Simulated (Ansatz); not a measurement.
A geometry optimisation of CH3MgP with PBE0-D4/def2-TZVP

The starting geometry of this gas-phase triplet was optimised with GFN2-xTB as a singlet.

```yaml
atoms:
  - { symbol: C, position_ang: [-2.0382, -1.0596, -1.1208] }
  - { symbol: Mg, position_ang: [-0.2963, -0.4750, -2.4559] }
  - { symbol: P, position_ang: [-1.7907, -2.4075, -0.0626] }
  - { symbol: H, position_ang: [-2.2021, -0.0819, -0.6663] }
  - { symbol: H, position_ang: [-2.7159, -1.2718, -1.9512] }
  - { symbol: H, position_ang: [-1.2554, -1.6662, 1.0020] }
```

Task: Predict what becomes of its bonds when it is optimised with PBE0-D4/def2-TZVP.

Result: A new bond forms, giving a structure given below by its coordinates. Contacts that close: Mg2–P3 (3.42 → 2.59 Å).

The energy falls by 0.49 eV over 10 steps:

```json
{"step": "1", "E − E(last) (eV)": "0.493"}
{"step": "2", "E − E(last) (eV)": "0.236"}
{"step": "3", "E − E(last) (eV)": "0.109"}
{"step": "4", "E − E(last) (eV)": "0.035"}
{"step": "5", "E − E(last) (eV)": "0.009"}
{"step": "6", "E − E(last) (eV)": "0.004"}
{"step": "7", "E − E(last) (eV)": "0.001"}
{"step": "8", "E − E(last) (eV)": "0.000"}
{"step": "9", "E − E(last) (eV)": "0.000"}
{"step": "10", "E − E(last) (eV)": "0.000"}
```

Final geometry (Å):

```xyz
6

C    -2.2453   -0.9383   -1.1503
Mg   -0.1304   -0.9043   -1.9677
P    -1.5211   -2.3232   -0.3069
H    -2.5212   -0.0232   -0.6337
H    -2.8876   -1.1796   -1.9959
H    -0.9928   -1.5934    0.7997
```

Frequencies at the end are all real (lowest 208 cm⁻¹). Open shells are spin-unrestricted. The triplet needn't be the ground state. Run with Ansatz 0.2.0, 37 s on 2 threads of Arm Neoverse V1 (shared host).
